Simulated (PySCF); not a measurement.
**Electron affinity of Al by level of theory**

Al⁻ [Ne] 3s2 3p2 (3P) → Al [Ne] 3s2 3p1 (2P), as a difference of total energies. Computed with PySCF 2.14 in x2c-QZVPPall with one added diffuse shell each of s, p, d, f type (10s7p5d3f1g, 86 functions), with scalar relativity by spin-free X2C-1e. Correlated levels: valence: [Ne] frozen; valence and next inner shell: 1s2 frozen. The calculations carry no spin-orbit coupling.

```tsv
method	electron affinity (eV)
UHF	0.008
LDA	0.633
PBE	0.575
PBE0	0.524
r2SCAN	0.603
wB97X-V	0.273
HSE06	0.527
CAM-B3LYP	0.349
SCS-MP2 (valence)	0.264
MP2 (valence and next inner shell)	0.350
SCS-MP2 (valence and next inner shell)	0.252
```

Estimate what MP2 (valence) gives.

0.366 eV, closest to MP2 (valence and next inner shell) among the rows shown.

Estimate what BHandHLYP gives.

0.262 eV, closest to SCS-MP2 (valence) among the rows shown.

Errors of the correlated levels include the incompleteness of this basis and the frozen core.

In the anion the highest occupied orbital energy is positive at LDA, PBE, PBE0, r2SCAN, HSE06, CAM-B3LYP, BHandHLYP; the basis confines that electron, and the energy difference can still be sensible.

For comparison: 0.433 eV (measured; photodetachment measurements, as compiled on the Wikipedia data page of electron affinities).
